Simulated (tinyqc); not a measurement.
Coupled-perturbed Hartree-Fock on RHF in the sto-3g basis, for H3O+, spin multiplicity 1, step by step. One step of it, computed by the program tinyqc.

Task: Response to a field: uncoupled start. Field along z; U_ai = -mu_ai / (e_a - e_i), alpha = -4 sum U_ai mu_ai.

orbital energies (hartree): MO1 -20.876751, MO2 -1.814292, MO3 -1.119816, MO4 -1.119551, MO5 -0.932664, MO6 0.117820, MO7 0.282023, MO8 0.282639

dipole integrals <a|z|i> (bohr):
```
           i1         i2         i3        i4         i5
a6  -0.023819   0.068391  -0.000661  0.000000  -0.071383
a7   0.000000   0.000000   0.000000  0.327512   0.000000
a8   0.000057  -0.000242  -0.327603  0.000000   0.000120
```

Give: uncoupled U; uncoupled polarisability.

Result:

uncoupled U:
```
        i1       i2      i3       i4       i5
a6  0.0011  -0.0354  0.0005   0.0000   0.0680
a7  0.0000   0.0000  0.0000  -0.2337   0.0000
a8  0.0000   0.0001  0.2336   0.0000  -0.0001
```

uncoupled polarisability = 0.6414 bohr^3
